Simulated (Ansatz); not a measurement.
**Palladium, fcc under r²SCAN: testing the Gaussian smearing**

Aim: find which Gaussian smearing width is enough for energy and pressure and moments. The geometry was relaxed under r²SCAN beforehand and stays fixed; 7 values are run, from 0.01 to 1.0 eV. Wanted are the values from which on the energy stays within 10 and 1 meV/atom, and the pressure within 0.5 GPa, of the narrowest run. Within the series other settings stay, but some runs also write fields, which adds to their time. The moments start as that relaxation left them.

Program: Ansatz 0.2.0. Level of theory: DFT r²SCAN, plane waves with PAW, scalar-relativistic. These are calculated values, not measurements.

### 1 The structure to begin with

It takes space group Fm-3m (No. 225, cubic). Conventional cell: a = 3.914 Å, b = 3.914 Å, c = 3.914 Å, α = 90.00°, β = 90.00°, γ = 90.00°. Around Pd (site symmetry m-3m) lie 12 Pd at 2.77 Å.

As a file:

```cif
data_structure
_symmetry_space_group_name_H-M 'Fm-3m'
_symmetry_Int_Tables_number 225
_cell_length_a 3.9135
_cell_length_b 3.9135
_cell_length_c 3.9135
_cell_angle_alpha 90.000
_cell_angle_beta 90.000
_cell_angle_gamma 90.000
_cell_volume 59.94
loop_
_atom_site_label
_atom_site_type_symbol
_atom_site_symmetry_multiplicity
_atom_site_Wyckoff_symbol
_atom_site_fract_x
_atom_site_fract_y
_atom_site_fract_z
_atom_site_occupancy
Pd1 Pd 4 a 0.00000 0.00000 0.00000 1
```

The atoms start with moments of +0.44 μB.

### 2 Run at 0.01 eV

The run at 0.01 eV.

input.yaml reads:

```yaml
crystal:
  lattice:
    - [0.0, 1.9567730079, 1.9567730079]
    - [1.9567730079, 0.0, 1.9567730079]
    - [1.9567730079, 1.9567730079, 0.0]
  atoms:
    - { symbol: Pd, position: [0.0, 0.0, 0.0], spin: 0.436 }
hamiltonian:
  xc: r2scan
  pseudopotentials:
    kind: paw
    azcp:
      Pd: "pseudopotentials/Pd.paw.azcp"
basis:
  ecutwfc: 500
  fft_grid_basis: typed
kpoints:
  mp_grid: { grid: [14, 14, 14], shift: [0, 0, 0] }
magnetization:
  spin_polarized: true
scf:
  occupations: { method: gaussian, width: 0.01 }
  lower_state_search: "off"
output:
  stress: true
  write_density: true
  write_potential: true
  elf: true
  volumetric_format: npy
```

The run is started by

```
$ ansatz run input.yaml --threads 2 --pin off --max-ram 5120MiB --backend cpu --events-out ev --progress --plain --runs-dir out
```

### 3 Run at 0.03 eV

The run at 0.03 eV.

input.yaml, as its differences from that of step 2:

```diff
@@ -21,3 +21,3 @@
 scf:
-  occupations: { method: gaussian, width: 0.01 }
+  occupations: { method: gaussian, width: 0.03 }
   lower_state_search: "off"
```

### 4 Run at 0.1 eV

The run at 0.1 eV.

input.yaml, as its differences from that of step 3:

```diff
@@ -21,3 +21,3 @@
 scf:
-  occupations: { method: gaussian, width: 0.03 }
+  occupations: { method: gaussian, width: 0.1 }
   lower_state_search: "off"
@@ -25,5 +25 @@
   stress: true
-  write_density: true
-  write_potential: true
-  elf: true
-  volumetric_format: npy
```

### 5 Run at 0.2 eV

The run at 0.2 eV.

input.yaml, as its differences from that of step 4:

```diff
@@ -21,3 +21,3 @@
 scf:
-  occupations: { method: gaussian, width: 0.1 }
+  occupations: { method: gaussian, width: 0.2 }
   lower_state_search: "off"
```

### 6 Run at 0.3 eV

The run at 0.3 eV.

input.yaml, as its differences from that of step 5:

```diff
@@ -21,3 +21,3 @@
 scf:
-  occupations: { method: gaussian, width: 0.2 }
+  occupations: { method: gaussian, width: 0.3 }
   lower_state_search: "off"
```

### 7 Run at 0.6 eV

The run at 0.6 eV.

input.yaml, as its differences from that of step 6:

```diff
@@ -21,3 +21,3 @@
 scf:
-  occupations: { method: gaussian, width: 0.3 }
+  occupations: { method: gaussian, width: 0.6 }
   lower_state_search: "off"
@@ -25 +25,5 @@
   stress: true
+  write_density: true
+  write_potential: true
+  elf: true
+  volumetric_format: npy
```

### 8 Run at 1.0 eV

The run at 1.0 eV.

input.yaml, as its differences from that of step 7:

```diff
@@ -21,3 +21,3 @@
 scf:
-  occupations: { method: gaussian, width: 0.6 }
+  occupations: { method: gaussian, width: 1.0 }
   lower_state_search: "off"
```

(Steps that only read results are left out.)

What does the calculation give?

As calculated:

```
                                           quantity                       value
       E(σ → 0) stays within 10 meV/atom of 0.01 eV                up to 0.3 eV
                   E(σ → 0) stays within 1 meV/atom                up to 0.2 eV
                      pressure stays within 0.5 GPa                up to 0.3 eV
                                pressure at 0.01 eV                   -0.05 GPa
energy of a separate run on a finer mesh (23×23×23)  -1.6 meV/atom from 0.01 eV
```

**Reading.** The far end, 1.0 eV, lies -59.3 meV/atom and +1.8 GPa from the yardstick. The free energy F moves by -314.9 meV/atom over the range, and the estimate for σ → 0 by -59.3. With this scheme F falls about as the square of the width. The mesh (14×14×14) is fixed, so the narrowest widths carry a k-point error of their own. The largest moment goes from 0.50 μB at 0.01 eV to 0.00 μB at 1.0 eV. The yardstick itself is unsettled by 1.6 meV/atom against the finer mesh, so the thresholds above hold only within this series, and wider smearing, which averages over more states, can land nearer the fine-mesh value than the narrowest does. Real palladium is paramagnetic; it lies so near a magnetic instability that a moment here depends on functional, volume, mesh and start.
